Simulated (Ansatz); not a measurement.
Ansatz (a first-principles code) input (HF/6-31G*):

Ansatz 0.2 input:
```yaml
crystal:
  periodic: [false, false, false]
  atoms:
    - {symbol: C, position_ang: [0.00050689, -0.00132078, 0.55496514]}
    - {symbol: F, position_ang: [-0.01645668, 1.26857246, -0.12029224]}
    - {symbol: F, position_ang: [1.10642385, -0.61968926, -0.12581178]}
    - {symbol: F, position_ang: [-1.09030510, -0.64800268, -0.12387274]}
basis:
  gaussian:
    orbitals: 6-31G*
hamiltonian:
  xc: {name: HF}
total_charge: -1
relax: {f_tol: 0.003, max_steps: 120}
```

Output:

```
WARN ansatz: RAYON_NUM_THREADS=1 ignored (pool sized by the plan → 1); use --threads N
Functional definition: HF
integrals: 0.01 GiB planned
577 factors; integrals over basis functions are off by at most 2.6e-4 eV
mean field: 0.11 GiB planned
mean field evaluation 1: about -9144.3358 eV, gradient 2.8e1 eV
mean field evaluation 2: about -9144.3946 eV, gradient 2.8e1 eV
mean field evaluation 4: about -9146.1387 eV, gradient 2.9e0 eV
mean field evaluation 8: about -9146.1835 eV, gradient 8.0e-4 eV
mean field -9146.18348418 eV, -336.1160435378 hartree, gradient 1.5e-5 eV, S^2 0.000000; 0 other end points of the search recorded, 0 dependent functions left out
the calculation of the forces begins
reference -9146.18348418 eV, -336.1160435378 hartree; 17, 17 occupied and 43, 43 virtual orbitals, 577 factors
relax step   1: F+E_penalty+E_count = -9146.18348418 eV  Δ(F+E_penalty+E_count) = +0.000e0 eV  max|allowed force component| = 9.812e-1 eV/Å  Δτ_max = 0.0000 Å  (32 SCF iters, accepted)
these checks for a lower state are left out or cut short: starts, cluster_reference, orbital_swaps, neighbouring_geometries, increment
integrals: 0.01 GiB planned
577 factors; integrals over basis functions are off by at most 2.7e-4 eV
mean field: 0.11 GiB planned
mean field evaluation 16: about -9146.2156 eV, gradient 1.7e-4 eV
mean field -9146.21561490 eV, -336.1172243199 hartree, gradient 1.2e-5 eV, S^2 0.000000; 0 other end points of the search recorded, 0 dependent functions left out
the calculation of the forces begins
reference -9146.21561490 eV, -336.1172243199 hartree; 17, 17 occupied and 43, 43 virtual orbitals, 577 factors
relax step   2: F+E_penalty+E_count = -9146.21561490 eV  Δ(F+E_penalty+E_count) = -3.213e-2 eV  max|allowed force component| = 7.920e-1 eV/Å  Δτ_max = 0.0179 Å  (32 SCF iters, accepted)
these checks for a lower state are left out or cut short: starts, cluster_reference, orbital_swaps, neighbouring_geometries, increment
integrals: 0.01 GiB planned
577 factors; integrals over basis functions are off by at most 2.9e-4 eV
mean field: 0.11 GiB planned
mean field -9146.22311154 eV, -336.1174998165 hartree, gradient 1.2e-5 eV, S^2 0.000000; 0 other end points of the search recorded, 0 dependent functions left out
the calculation of the forces begins
reference -9146.22311154 eV, -336.1174998165 hartree; 17, 17 occupied and 43, 43 virtual orbitals, 577 factors
relax step   3: F+E_penalty+E_count = -9146.22311154 eV  Δ(F+E_penalty+E_count) = -7.497e-3 eV  max|allowed force component| = 4.469e-1 eV/Å  Δτ_max = 0.0181 Å  (32 SCF iters, accepted)
these checks for a lower state are left out or cut short: starts, cluster_reference, orbital_swaps, neighbouring_geometries, increment
integrals: 0.01 GiB planned
577 factors; integrals over basis functions are off by at most 2.9e-4 eV
mean field: 0.11 GiB planned
mean field evaluation 32: about -9146.2253 eV, gradient 1.7e-4 eV
mean field -9146.22527715 eV, -336.1175794010 hartree, gradient 1.2e-5 eV, S^2 0.000000; 0 other end points of the search recorded, 0 dependent functions left out
the calculation of the forces begins
reference -9146.22527715 eV, -336.1175794010 hartree; 17, 17 occupied and 43, 43 virtual orbitals, 577 factors
relax step   4: F+E_penalty+E_count = -9146.22527715 eV  Δ(F+E_penalty+E_count) = -2.166e-3 eV  max|allowed force component| = 2.239e-3 eV/Å  Δτ_max = 0.0074 Å  (32 SCF iters, accepted)
integrals: 0.01 GiB planned
577 factors; integrals over basis functions are off by at most 2.9e-4 eV
mean field: 0.11 GiB planned
mean field -9146.22527715 eV, -336.1175794010 hartree, gradient 1.2e-5 eV, S^2 0.000000; 1 other end points of the search recorded, 0 dependent functions left out
the calculation of the forces begins
reference -9146.22527715 eV, -336.1175794010 hartree; 17, 17 occupied and 43, 43 virtual orbitals, 577 factors
Total energy: -9146.22527715 eV, -336.1175794010 hartree
Atom 0 at     0.000499    -0.001300     0.546368 Å, force    -0.000002     0.000005    -0.002239 eV/Å
Atom 1 at    -0.016129     1.243367    -0.117487 Å, force    -0.000008     0.000652     0.000748 eV/Å
Atom 2 at     1.084442    -0.607378    -0.122897 Å, force     0.000571    -0.000322     0.000745 eV/Å
Atom 3 at    -1.068642    -0.635129    -0.120996 Å, force    -0.000562    -0.000336     0.000746 eV/Å
Dipole moment:    -0.000193     0.000503    -0.211514 e Å
```

The dipole moment of an ion depends on the origin.
